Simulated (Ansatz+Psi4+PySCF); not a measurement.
doublet LiNH3: levels of theory in one basis

```yaml
atoms:
  - { symbol: Li, position_ang: [0.0000, 0.0000, 0.0000] }
  - { symbol: N, position_ang: [0.4458, -1.3355, -1.3921] }
  - { symbol: H, position_ang: [0.9869, -0.9263, -2.1518] }
  - { symbol: H, position_ang: [0.9965, -2.1059, -1.0171] }
  - { symbol: H, position_ang: [-0.3893, -1.7432, -1.8089] }
```

Basis set: cc-pVTZ on H, N; cc-pCVTZ on Li (spherical functions). Left uncorrelated: 1 orbital. Correlation on ROHF uses semicanonical orbitals with singles. Charge 0, multiplicity 2.

Computed with Ansatz (development build ahead of 0.2.0) and Psi4 1.11; each method stands on the lowest determinant of its kind that the runs found.

| method | E − E(ROHF) (eV) | <S²> of the determinant |
| --- | --- | --- |
| ROHF | 0.00 | 0.75 |
| UHF | 0.00 | 0.75 |

Task: What does ROHF-MP2 give on the same scale?

Result: -7.51 eV.
